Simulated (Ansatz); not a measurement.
Energy profile

The step: BH₂SF ([F][BH][SH]) → BHS ([BH][S]) + HF; bonds formed: F2–H4; bonds broken: B1–F2, S3–H4 (atoms numbered as in the saddle structure below).

```
5
angstrom
B -0.1281 0.4360 0.3429
F 0.8846 -0.8469 0.0077
S -1.2334 0.3592 -0.9127
H 0.2002 -0.8915 -0.7665
H 0.2767 0.9431 1.3284
```

Electronic energies by CCSD(T) at an estimated basis limit (MP2 extrapolated from triple and quadruple zeta, plus CCSD(T) − MP2 in triple zeta), on PBE0-D4/def2-TZVP structures; BH$_{2}$SF, singlet; no counterpoise correction. Program: Ansatz 0.2.0. Basis: def2-TZVPP and def2-QZVPP. Cores are frozen in the correlated methods. Extrapolation: Hartree–Fock as exp(−7.88 √X), correlation as X^−2.97.

Problem. Give the profile in eV, counted from the start structure. (To be estimated.)

Solution. The calculation gives:
```json
{"point": "start structure", "eV": "0.000"}
{"point": "saddle", "eV": "2.312"}
{"point": "end structure", "eV": "1.686"}
{"point": "separated: BHS (linked as [BH][S]; B1, S3, H5; singlet) + HF (F2, H4; singlet)", "eV": "1.810"}
```

No T1 diagnostic of these runs exceeds 0.020.

For scale, one of the runs: CCSD(T)/def2-TZVPP, 132 basis functions, launched by `ansatz run in.yaml --threads 2 --pin off --events-out ev --progress --plain --max-ram 4352MiB`. Time: 10 s of wall clock on 2 CPU threads of an Arm Neoverse V1; the host was shared. Peak host memory: 0.66 GiB.
